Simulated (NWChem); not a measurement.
Correlation energy of CS

```xyz
2

C      0.0000     0.0000     1.1192
S      0.0000     0.0000    -0.4197
```
Charge 0, spin multiplicity 1.

All runs are NWChem calculations. The geometry was optimised at B3LYP/def2-SVP, a minimum by its harmonic frequencies.

Basis set: def2-TZVP. Each correlation energy counts from its own Hartree-Fock reference.

```json
[
 {"method": "MP2", "correlation energy (mHa)": "-300.1", "difference from CCSD(T)": "+38.3"},
 {"method": "SCS-MP2", "correlation energy (mHa)": "-295.9", "difference from CCSD(T)": "+42.5"},
 {"method": "CR-CCSD[T]", "correlation energy (mHa)": "-334.9", "difference from CCSD(T)": "+3.5"},
 {"method": "CR-CCSD(T)", "correlation energy (mHa)": "-333.6", "difference from CCSD(T)": "+4.8"},
 {"method": "CCSD", "correlation energy (mHa)": "-317.1", "difference from CCSD(T)": "+21.4"},
 {"method": "CCSD+T(CCSD)", "correlation energy (mHa)": "-340.1", "difference from CCSD(T)": "-1.7"},
 {"method": "CCSD(T)", "correlation energy (mHa)": "-338.4", "difference from CCSD(T)": "0.0"}
]
```

The values span 44.2 mHa, from CCSD+T(CCSD) (lowest) to SCS-MP2 (highest). 

The correlated methods keep 6 core orbitals frozen. The structure started from a generated list of species. Differences from the coupled-cluster row are differences between methods, not errors against experiment.
